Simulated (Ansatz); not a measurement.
Results of r²SCAN in Ansatz (plane waves, PAW) for 1T (CdI2-type) PtS2.

Run with plane-wave cutoff 600 eV, 12×12×8 k mesh (along the axes of the cell as run), finite displacements, scalar-relativistic PAW data made under PBE.

Computed at the level's own relaxed cell.

```xyz
3
Lattice="3.5477 0.0000 0.0000 -1.7739 3.0724 0.0000 0.0000 0.0000 5.6182" Properties=species:S:1:pos:R:3 pbc="T T T"
Pt     0.0000     0.0000     0.0000
S      0.0000     2.0483     1.2337
S      1.7739     1.0241     4.3845
```

Harmonic phonon frequencies (cm⁻¹; i marks an imaginary mode; at Γ without the LO shift):

```tsv
q point	frequencies
Γ	0 0 0 301 301 312 312 327 340
M	109 136 200 277 285 321 322 329 352
A	19 19 23 299 299 321 321 334 337
```

No imaginary mode appears at these points.

Note: the cell comes from a level without a dispersion term, which matters for the spacing of layers, chains or molecules; the cell has widely spaced layers and the level no dispersion term, so their spacing and the moduli can rest on weak binding.

Ansatz is an electronic-structure program.
